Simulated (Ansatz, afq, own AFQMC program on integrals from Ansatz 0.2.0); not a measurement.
# F, doublet in aug-cc-pVDZ, levels against full CI

A free F atom.

Basis aug-cc-pVDZ. Noble-gas cores (and the filled d shells of Ga–Kr and In–Xe) are frozen. AFQMC by an in-house program on the Cholesky factors that Ansatz 0.2.0 writes for its CCSD(T) run. ph-AFQMC/CISD is guided by a CISD state made of CCSD amplitudes; releasing the constraint for a short imaginary time cuts its bias at the price of noise, slowly where states lie close. Free AFQMC starts from the CCSD state and is never constrained. Its projection time is finite, and what remains of the start isn't in its error. Uncertainties: one standard error, sampling alone.

Determinant: UHF, the one that the program's search chose, which needn't be the lowest solution.

Full CI on the same integrals is exact in this basis and with this determinant's frozen core.

The T1 diagnostic is 0.0098 and the weight of the determinant in the CISD state is 0.964. The ⟨S²⟩ of the determinant is 0.754 and the size of the correlated space is 7 electrons in 22 orbitals.

```csv
level,correlation energy (eV)
MP2,-4.2070
CCSD,-4.5349
CCSD(T),-4.5981
```

**Question.** Estimate where full CI lies against CCSD(T) on the same integrals.

**Answer.** 0.7 kJ/mol below CCSD(T).

Reference: full CI, correlation energy -4.606 eV. The released energy is read at 2.40 1/Eh (meV from the phaseless value at times in 1/Eh: -1 ± 3 at 0.24, -8 ± 3 at 0.51, -6 ± 4 at 0.99, -6 ± 5 at 1.62, -4 ± 6 at 2.40).

```json
{"level": "CCSD(T)", "E − E(reference) (kJ/mol)": "0.7", "share of correlation (%)": "99.83"}
{"level": "CCSDT", "E − E(reference) (kJ/mol)": "0.2", "share of correlation (%)": "99.96"}
{"level": "CCSDT(Q)", "E − E(reference) (kJ/mol)": "0.0", "share of correlation (%)": "100.00"}
{"level": "ph-AFQMC/HF", "E − E(reference) (kJ/mol)": "6.7 ± 2.5", "share of correlation (%)": "98.50"}
{"level": "ph-AFQMC/CISD", "E − E(reference) (kJ/mol)": "0.3 ± 0.4", "share of correlation (%)": "99.93"}
{"level": "released AFQMC", "E − E(reference) (kJ/mol)": "-0.1 ± 0.6", "share of correlation (%)": "100.02"}
{"level": "free AFQMC", "E − E(reference) (kJ/mol)": "0.4 ± 0.8", "share of correlation (%)": "99.90"}
```

CCSDT and higher add their correlation energy to the determinant of the CCSD(T) run, since their own runs factorise the integrals more tightly (a shift of under 2 meV). Free projections are given only where their last times agree within the noise and don't stop above the reference; a slow remainder of the start can still hide under it. A walk keeps the symmetry of its determinant, which the program's search chose and which needn't be the lowest solution, so a lower state of the same spin and another symmetry isn't excluded. Released energies are given only where the last usable release times agree within the noise; a slower fall can still hide under it.
